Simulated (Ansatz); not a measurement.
**CH4ClSi+ (SMILES [SiH2+]CCl): functionals against CCSD(T) at one geometry**

A test off equilibrium: a structure displaced at random from a GFN2-xTB minimum is computed at several levels, and each is set against CCSD(T).

The runs use Ansatz 0.2.0, Gaussian basis; single points in def2-TZVPP.

Correlated methods freeze the cores.

### 1 Where the work starts

SMILES `[SiH2+]CCl`, 7 atoms, charge 1, spin multiplicity 1.

Atoms are counted from 1 here; the program's logs count them from 0.

Bond lengths: Si1–C2 1.846 Å, Si1–H4 1.512 Å, Si1–H5 1.550 Å, C2–Cl3 1.832 Å, C2–H6 1.074 Å, C2–H7 1.086 Å. Angles: C2–Si1–H4 116.5°, C2–Si1–H5 122.2°, H4–Si1–H5 120.8°, Si1–C2–Cl3 105.2°, Si1–C2–H6 114.9°, Si1–C2–H7 117.0°, Cl3–C2–H6 102.1°, Cl3–C2–H7 108.6°, H6–C2–H7 107.8°.

Geometry (Å):

```
Si   -0.7183    0.3088   -0.7013
C     0.6540   -0.0333    0.4844
Cl    0.6502   -1.8516    0.7111
H    -1.5312   -0.8827   -1.1562
H    -1.1416    1.7503   -1.0813
H     0.4860    0.3186    1.4847
H     1.6519    0.2761    0.1871
```

### 2 CCSD(T)/def2-TZVPP

run/in.yaml reads:

```yaml
crystal:
  periodic: [false, false, false]
  atoms:
    - {symbol: Si, position_ang: [-0.718300, 0.308800, -0.701300]}
    - {symbol: C, position_ang: [0.654000, -0.033300, 0.484400]}
    - {symbol: Cl, position_ang: [0.650200, -1.851600, 0.711100]}
    - {symbol: H, position_ang: [-1.531200, -0.882700, -1.156200]}
    - {symbol: H, position_ang: [-1.141600, 1.750300, -1.081300]}
    - {symbol: H, position_ang: [0.486000, 0.318600, 1.484700]}
    - {symbol: H, position_ang: [1.651900, 0.276100, 0.187100]}
basis:
  gaussian: {orbitals: def2-TZVPP}
total_charge: 1
correlation: {method: ccsd_t}
output: {forces: true}
```

No record of the launch command was kept for these runs.

### 3 PBE0-D4/def2-TZVPP

Changes to run/in.yaml since step 2:

```diff
@@ -13,3 +13,3 @@
 total_charge: 1
-correlation: {method: ccsd_t}
-output: {forces: true}
+hamiltonian: {xc: pbe0, dispersion: d4}
+output: {forces: true, orbitals: {seedname: orbitals}}
```

### 4 wB97M-V/def2-TZVPP

Changes to run/in.yaml since step 3:

```diff
@@ -13,3 +13,3 @@
 total_charge: 1
-hamiltonian: {xc: pbe0, dispersion: d4}
-output: {forces: true, orbitals: {seedname: orbitals}}
+hamiltonian: {xc: {name: wB97M-V}}
+output: {forces: true}
```

### 5 r2SCAN-D4/def2-TZVPP

Changes to run/in.yaml since step 4:

```diff
@@ -13,3 +13,3 @@
 total_charge: 1
-hamiltonian: {xc: {name: wB97M-V}}
+hamiltonian: {xc: r2scan, dispersion: d4}
 output: {forces: true}
```

### 6 PBE-D4/def2-TZVPP

Changes to run/in.yaml since step 5:

```diff
@@ -13,3 +13,3 @@
 total_charge: 1
-hamiltonian: {xc: r2scan, dispersion: d4}
+hamiltonian: {xc: pbe, dispersion: d4}
 output: {forces: true}
```

### 7 BLYP-D4/def2-TZVPP

Changes to run/in.yaml since step 6:

```diff
@@ -13,3 +13,3 @@
 total_charge: 1
-hamiltonian: {xc: pbe, dispersion: d4}
+hamiltonian: {xc: {name: BLYP}, dispersion: d4}
 output: {forces: true}
```

### 8 CAM-B3LYP-D4/def2-TZVPP

Changes to run/in.yaml since step 7:

```diff
@@ -13,3 +13,3 @@
 total_charge: 1
-hamiltonian: {xc: {name: BLYP}, dispersion: d4}
+hamiltonian: {xc: {name: CAM-B3LYP}, dispersion: d4}
 output: {forces: true}
```

(Steps that only read results are left out.)

Q: Predict the outcome of this session. Wanted: energy less free atoms, CCSD(T)/def2-TZVPP; RMS force component; RMS force error; HOMO and LUMO, PBE0-D4; T1 diagnostic.

The runs gave:

| quantity | value |
| --- | --- |
| energy less free atoms, CCSD(T)/def2-TZVPP | -1297.6 kJ/mol |
| RMS force component | 0.506 to 0.611 eV/Å over the methods |
| RMS force error | PBE0-D4 0.139, wB97M-V 0.080, r2SCAN-D4 0.112, PBE-D4 0.193, BLYP-D4 0.179, CAM-B3LYP-D4 0.088 eV/Å |
| HOMO and LUMO, PBE0-D4 | -13.59 and -9.51 eV |
| T1 diagnostic | 0.011 |

What this shows: Against CCSD(T) the functionals' energies less atoms differ by -83.1 to -49.4 kJ/mol, PBE-D4 by -83.1 kJ/mol. A larger basis would deepen the CCSD(T) value, while the functionals are nearly converged already, so the order here is not reliable. For forces wB97M-V does best and PBE-D4 worst. Frozen-core CCSD(T) forces in triple zeta carry basis errors of their own, and this is one geometry, so small gaps rank nothing.
